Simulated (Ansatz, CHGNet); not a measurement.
Lattice constant a (Å) of 24 elemental metals, computed with the machine-learned potential CHGNet-r²SCAN (trained on r²SCAN data) and with r²SCAN in Ansatz (plane waves, PAW). The set holds measured phases with no doubt noted on the run or the magnetic state but for the caveats below. 19 more of the class have both values but aren't in it, for one of these reasons: built or high-temperature cells, doubts on the run or the magnetic state, unlike cells, values of zero, layered or molecular crystals, cells that aren't cubic. Solids without a value at one level (not run, failed, or a magnetic order lost), or held back for tests, aren't counted.

All rows, in order of the shift (worked out from unrounded values):

| solid | CHGNet-r²SCAN | r²SCAN | shift (%) |
|---|---|---|---|
| bcc Cs | 6.461 | 6.273 | -2.92 |
| bcc Na | 4.260 | 4.223 | -0.86 |
| bcc Nb | 3.320 | 3.303 | -0.51 |
| bcc Ta | 3.321 | 3.305 | -0.49 |
| bcc Ba | 5.086 | 5.070 | -0.31 |
| fcc Au | 4.136 | 4.125 | -0.27 |
| fcc Ca | 5.582 | 5.568 | -0.25 |
| fcc Ir | 3.853 | 3.844 | -0.23 |
| fcc Pd | 3.916 | 3.908 | -0.19 |
| fcc Rh | 3.806 | 3.800 | -0.16 |
| fcc Ag | 4.110 | 4.104 | -0.16 |
| fcc Pt | 3.945 | 3.940 | -0.12 |
| bcc Mo | 3.154 | 3.151 | -0.11 |
| bcc Fe | 2.868 | 2.866 | -0.09 |
| bcc W | 3.171 | 3.169 | -0.07 |
| fcc Ni | 3.480 | 3.478 | -0.06 |
| fcc Cu | 3.578 | 3.577 | -0.03 |
| bcc V | 2.979 | 2.982 | +0.12 |
| fcc Pb | 4.988 | 4.994 | +0.12 |
| fcc Al | 3.986 | 3.992 | +0.15 |
| fcc Sr | 6.090 | 6.101 | +0.18 |
| bcc K | 5.307 | 5.348 | +0.77 |
| bcc Rb | 5.653 | 5.747 | +1.67 |
| bcc Li | 3.413 | 3.477 | +1.86 |

The shift from CHGNet-r²SCAN to r²SCAN has a median of -0.12 %, and eight in ten lie between -0.50 % and +0.59 %; r²SCAN is the larger in 7 of 24.

Ansatz's runs of these crystals have no spin polarisation, but for bcc Fe, fcc Ni. Meta-GGA and hybrid levels favour moments, which can bear on fcc Pd, bcc Fe, bcc V, fcc Pt, fcc Rh, fcc Ni.

Density-functional runs with spin start from parallel moments for bcc Fe, parallel moments for fcc Ni.

Spin–orbit coupling is left out, also for the solids with elements from indium on (bcc Ta, fcc Pt, bcc Ba, bcc W, fcc Ir, bcc Cs, fcc Pb, fcc Au); its size isn't shown.

Ansatz's density-functional and Hartree–Fock values are scalar-relativistic unless marked +SOC, with PAW data made under PBE.

Ansatz is a first-principles code.
